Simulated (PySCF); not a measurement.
Work out the structure from these simulated measurements.

Formula: C3H2S3.

| Property | Result |
| --- | --- |
| Rotational structure | rotational constants A, B, C: 3.350, 1.839, 1.187 GHz [GFN2-xTB] |
| Triplet | lowest triplet excitation (Tamm–Dancoff): 2.39 eV [TDA CAM-B3LYP/def2-SVPD] |
| 13C NMR | chemical shifts (computed TMS as zero) by class: 224.5 (1 C), 133.5 (2 C) ppm [GIAO PBE0/pcSseg-1] |
| UV, strongest line | among the 8 lowest singlet transitions: S2 at 3.90 eV (318 nm, f = 0.181) [TDDFT CAM-B3LYP/def2-SVPD] |
| UV, first state | lowest singlet excitation: 2.94 eV (421 nm, f = 0.000) [TDDFT CAM-B3LYP/def2-SVPD] |
| 1H NMR | chemical shifts (computed TMS as zero) by class: 6.58 (2 H) ppm [GIAO PBE0/pcSseg-1] |

Gas-phase values; electronic properties from PySCF, density fitting. Levels stand in brackets. Geometry: GFN2-xTB; no solvent, vibrations or thermal averaging. NMR values are class means; diastereotopic atoms form classes of their own.

Question: What is the compound? Reason from the data.

Answer: Numbering: `[S:1]=[c:2]1[s:3][cH:4][cH:5][s:6]1`. Its formula, C3H2S3, gives 3 degrees of unsaturation: 1 ring and 2 π bonds in the structure found (Kekulé form). 3 carbons fall into 2 classes; from least to most shielded: thiocarbonyl carbon [C2] (224.5 ppm), unsaturated ring CH carbon [C4/C5] (133.5 ppm, 2 C). All hydrogens form one class (6.58 ppm): hydrogen on carbon. S1 is mainly HOMO−1→LUMO (weight 0.99); the largest Löwdin shares of the orbital it empties are 0.73 on the thiocarbonyl sulfur, 0.14 on the thiocarbonyl carbon and 0.05 on each of 2 atoms of one kind (ring sulfur), of the orbital it fills 0.35 on the thiocarbonyl carbon, 0.31 on the thiocarbonyl sulfur and 0.15 on each of 2 atoms of one kind (ring sulfur). The optimised geometry has point group C2v and is an asymmetric top. Structure: 1,3-dithiole-2-thione, `S=c1sccs1`. The assignments are read from this structure; whether some other isomer fits the data as well wasn't checked.
